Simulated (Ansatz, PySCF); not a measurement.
This Ansatz (a program for electronic structure) input computes a CCSD(T)/cc-pVDZ energy:

Ansatz 0.2 input:
```yaml
crystal:
  periodic: [false, false, false]
  atoms:
    - {symbol: C, position_ang: [-0.52121597, 0.09785177, 0.02418323]}
    - {symbol: O, position_ang: [0.77519218, -0.14553262, -0.03596714]}
    - {symbol: H, position_ang: [-1.01292923, 0.00621803, 1.05553155]}
    - {symbol: H, position_ang: [-0.86240922, 1.14299440, -0.30004212]}
    - {symbol: H, position_ang: [-1.19890323, -0.57206207, -0.61285166]}
basis:
  gaussian:
    orbitals: cc-pVDZ
total_charge: -1
magnetization: {spin_polarized: false}
correlation: {method: ccsd_t, electrons: outside_noble_gas}
```

Question: Write an input for the same energy in PySCF and say what it gives.

Answer: 
```python
from pyscf import gto, scf, mp, cc as ccmod

mol = gto.M(
    atom='''
    C    -0.52121597    0.09785177    0.02418323
    O     0.77519218   -0.14553262   -0.03596714
    H    -1.01292923    0.00621803    1.05553155
    H    -0.86240922    1.14299440   -0.30004212
    H    -1.19890323   -0.57206207   -0.61285166
    ''',
    basis='cc-pvdz',
    charge=-1,
    spin=0,
    verbose=4,
)

mf = scf.RHF(mol)
mf.conv_tol = 1e-10
mf.max_cycle = 100
mf.kernel()
mp2 = mp.MP2(mf, frozen=2).run()
cc = ccmod.CCSD(mf, frozen=2)
cc.max_cycle = 100
cc.kernel()
et = cc.ccsd_t()
print(f'E(CCSD(T)) = {cc.e_tot + et:.9f}')
```
It gives -114.76659 Eh, and Ansatz -114.76659 Eh, a difference of 0.00 mEh.
